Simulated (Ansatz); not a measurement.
One elementary step

Start structure (CH$_{10}$Si$_{2}$, closed shell), relaxed at PBE0-D4/def2-TZVP:

```xyz
13
angstrom
Si -1.2383 -0.2893 1.1851
H -1.4108 -1.4302 0.2468
H -2.0908 -0.5260 2.3816
H -1.6978 0.9560 0.5144
Si 1.0003 -0.0925 1.8328
H 0.6021 -0.6280 -2.0379
C 0.1909 0.3061 -2.4198
H 1.8717 0.1425 0.6509
H 1.4475 -1.3379 2.5129
H 1.1615 1.0466 2.7763
H 0.5225 0.4545 -3.4471
H 0.5384 1.1352 -1.8038
H -0.8975 0.2631 -2.3921
```

The step: Si₂H₆ ([SiH3][SiH3]) + CH₄ → CH₈Si₂ ([CH3][SiH2][SiH3]) + H₂; bonds formed: Si1–C7, H2–H6; bonds broken: Si1–H2, H6–C7. Ansatz 0.2.0; basis: def2-TZVPP and def2-QZVPP; cores frozen in the correlated methods. Extrapolation: Hartree–Fock as exp(−7.88 √X), correlation as X^−2.97. Energies below are by CCSD(T) at an estimated basis limit (MP2 extrapolated from triple and quadruple zeta, plus CCSD(T) − MP2 in triple zeta).

(1) What are the electronic barrier and the energy of the step, from the start structure to the end structure? (To be estimated.)

T1 diagnostic: at most 0.013.

Answers

(1) The calculation gives: Barrier 80.40 kcal/mol; step energy 7.43 kcal/mol (uphill); reverse barrier, their difference, 72.98 kcal/mol. Barrier and step energy count from the start structure, the reverse barrier from the end structure.

The saddle point: One imaginary mode of 1563i cm⁻¹.
```
  pair  start (Å)  saddle (Å)  end (Å)
Si1–C7       3.92        2.17     1.88
 H2–H6       3.15        1.15     0.75
Si1–H2       1.49        1.74     3.69
 H6–C7       1.09        1.35     3.73
```

Zero-point energy (harmonic, PBE0-D4): ZPE is 59.11 kcal/mol at the start and 57.51 kcal/mol at the saddle, so the barrier goes from 80.40 to 78.80 kcal/mol.

Labels in which every atom is bracketed show which atoms are joined, not bond orders.

For scale, one of the runs: CCSD(T)/def2-TZVPP, 255 basis functions, launched by `ansatz run in.yaml --threads 4 --pin off --events-out ev --progress --plain --max-ram 9574MiB`. Time: 90 s of wall clock on 4 CPU threads of an Arm Neoverse V1; the host was shared. Peak host memory: 5.3 GiB.
